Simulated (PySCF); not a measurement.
## `NB[SiH2-]`, [BH5NSi]-, charge -1

Molfile (atoms numbered from 1):
```
BH5NSi
     RDKit          3D

  8  7  0  0  0  0  0  0  0  0999 V2000
   -1.3733   -0.1083   -0.1519 N   0  0  0  0  0  0  0  0  0  0  0  0
   -0.1043   -0.4708    0.3803 B   0  0  0  0  0  0  0  0  0  0  0  0
    1.4925    0.7437    0.4265 Si  0  0  0  0  0  3  0  0  0  0  0  0
   -2.2266   -0.6350   -0.0157 H   0  0  0  0  0  0  0  0  0  0  0  0
   -1.5042    0.7572   -0.6601 H   0  0  0  0  0  0  0  0  0  0  0  0
   -0.1348   -1.5541    0.9727 H   0  0  0  0  0  0  0  0  0  0  0  0
    2.5836   -0.2299   -0.0670 H   0  0  0  0  0  0  0  0  0  0  0  0
    1.2779    1.5054   -0.9087 H   0  0  0  0  0  0  0  0  0  0  0  0
  1  2  1  0
  2  3  1  0
  1  4  1  0
  1  5  1  0
  2  6  1  0
  3  7  1  0
  3  8  1  0
M  CHG  1   3  -1
M  END
```

Method used: GIAO CAM-B3LYP/aug-pcSseg-1 magnetisability, rotational g tensor and spin-rotation constants, non-relativistic, gas phase (PySCF). Geometry: PBE0-D3(BJ)/def2-SVP.

For an ion the centre-of-mass motion in the field is neglected.

Problem. Give the nuclear spin-rotation constants along the inertial axes (H = +C I·J) beside the isotropic shieldings.

Solution. Rotational constants 35.9679, 4.5498, 4.1599 GHz. A star marks the isotopologue with that one atom substituted, in its own axes.
| atom | isotope | Caa (kHz) | Cbb (kHz) | Ccc (kHz) | mean (kHz) | σ (ppm) |
| --- | --- | --- | --- | --- | --- | --- |
| N1 | 14N | 2.733 | 0.434 | 0.214 | 1.127 | 160.3 |
| B2 | 11B | 12.481 | 2.436 | 0.708 | 5.208 | 27.0 |
| H4 | 1H | 1.436 | -0.310 | -0.400 | 0.242 | 27.8 |
| H5 | 1H | -3.615 | 0.369 | -0.425 | -1.224 | 27.7 |
| H6 | 1H | -2.028 | 0.526 | -0.313 | -0.605 | 24.5 |
| H7 | 1H | -1.665 | -0.210 | -0.064 | -0.646 | 29.6 |
| H8 | 1H | -2.527 | 0.075 | -0.221 | -0.891 | 29.6 |
| Si3 | 29Si* | -15.122 | -2.076 | -2.018 | -6.405 | 500.6 |

For the geometry as given, no vibrational averaging.

Problem. How do the rotational constants and the g tensor change when H4, H5, H6, H7, H8 are replaced by deuterium?

Solution. Constants 22.0243, 3.9239, 3.4832 GHz; g -0.1898, -0.0560, -0.0335, against -0.3098, -0.0641, -0.0390 before.
